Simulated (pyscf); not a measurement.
F–Ge•(F)–F + water (H₂O) → HO–Ge(F)(F)–F + H atom (H•), a substitution at O (doublet surface; H–O broken, Ge–O formed). Structures and frequencies: ωB97X-D3(BJ)/def2-SVP in PySCF. Energies in kcal/mol from the separated reactants.

AM1 to PM7: differences of heats of formation from MOPAC. Open shells are spin-unrestricted. 

Problem. Quick PM7 single points give ΔE‡ = 4.8 kcal/mol and ΔE = +30.3 kcal/mol. What does ωB97M-D3(BJ)/def2-TZVP give, and how far is the quick result from it?

Solution. ωB97M-D3(BJ)/def2-TZVP gives ΔE‡ = 32.9 kcal/mol and ΔE = +15.7 kcal/mol. PM7 lies 28.1 kcal/mol under it in the barrier and 14.6 kcal/mol over it in the reaction energy, so on this step it does not hold to within 3.0 kcal/mol. At PM7 this geometry lies under one side, so its ΔE‡ may be no barrier of that level. ωB97M-D3(BJ)/def2-TZVP has limits of its own. On the reactant side the descent ends in a complex (not fully relaxed), 7.6 kcal/mol under the separated species and 39.6 kcal/mol under the saddle at ωB97X-D3(BJ)/def2-TZVP. The same reactants have a lower exit, to HF + HO–Ge•(F)–F (barrier +8.4 kcal/mol at ωB97M-D3(BJ), against +32.9 kcal/mol here). This is the saddle that the search found; another between the same sides may lie lower. The angle at the attacked O is 148°. In the def2 sets elements up to Kr have no core potential.
